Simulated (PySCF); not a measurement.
Relaxation of doublet PH₃⁺

Computed with PySCF, UPBE0, basis P def2-TZVP, H def2-TZVP (no relativity, density fitting). A (50,194) grid was used.

A hand-made T-shaped start, of C2v symmetry, held to at least that symmetry:

Coordinates in bohr (charge 1 multiplicity 2):
```
P     0.0000    0.0000   -0.0840
H     0.0000    0.0000    2.5643
H     2.6466    0.0000    0.0084
H    -2.6466    0.0000    0.0084
```

Optimiser trace:
| step | E − E(last) (kJ/mol) | largest gradient (Eh/bohr) |
| --- | --- | --- |
| 0 | 159.94 | 0.05126 |
| 1 | 87.47 | 0.05040 |
| 2 | 47.02 | 0.05035 |
| 3 | 22.08 | 0.02904 |
| 4 | 7.80 | 0.02125 |
| 5 | 0.83 | 0.01275 |
| 6 | 0.02 | 0.00121 |
| 7 | 0.00 | 0.00019 |
| 8 | 0.00 | 0.00001 |

It ends at D3h with P–H 1.399 Å (×3); H–P–H 120.0° (×3). A frequency run shows 1 imaginary mode, down to 616i cm⁻¹, so it is a saddle point.

Final geometry:
```xyz
4
charge 1 multiplicity 2, angstrom
P     0.0000    0.0000    0.0000
H     0.0000    0.0000    1.3993
H     1.2118    0.0000   -0.6996
H    -1.2118    0.0000   -0.6996
```
